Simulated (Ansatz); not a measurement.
Start from `O=C=CF` and change one atom or group to get `CC=C=O`.

Ansatz, PBE0-D4/def2-TZVP geometries, multiplicity 1. 

```
                                                                                  property  `O=C=CF`
                                            size of the dipole moment (PBE/def2-TZVPP) / D      1.21
ideal-gas entropy at 298 K and 1 bar (rigid rotor, harmonic PBE0-D4/def2-TZVP) / J/(mol·K)       272
                                                   HOMO–LUMO gap (ωB97M-V/def2-TZVPP) / eV      9.49
                                                         LUMO energy (PBE/def2-TZVPP) / eV     -3.26
                                          size of the dipole moment (B3LYP/def2-TZVPP) / D      1.33
                                                     HOMO–LUMO gap (B3LYP/def2-TZVPP) / eV      4.40
```

What does the change do to each property? (Estimate.)

Computed: 
| property | `CC=C=O` | shift |
| --- | --- | --- |
| size of the dipole moment (PBE/def2-TZVPP) / D | 1.73 | 0.52 |
| ideal-gas entropy at 298 K and 1 bar (rigid rotor, harmonic PBE0-D4/def2-TZVP) / J/(mol·K) | 285 | 13 |
| HOMO–LUMO gap (ωB97M-V/def2-TZVPP) / eV | 10.25 | 0.76 |
| LUMO energy (PBE/def2-TZVPP) / eV | -1.93 | 1.33 |
| size of the dipole moment (B3LYP/def2-TZVPP) / D | 1.85 | 0.52 |
| HOMO–LUMO gap (B3LYP/def2-TZVPP) / eV | 5.31 | 0.91 |

With PBE0 the HOMO rises by 0.40 eV and the LUMO rises by 1.32 eV, so the gap widens by about 0.92 eV. PBE moves the HOMO by 0.27 eV and ωB97M-V by 0.43 eV. The zero-point energy changes by 93.9 kJ/mol with +9 modes. Dipoles are sizes alone; their direction can turn.

B3LYP here is the variant with VWN-RPA as its local correlation; programs differ in this.
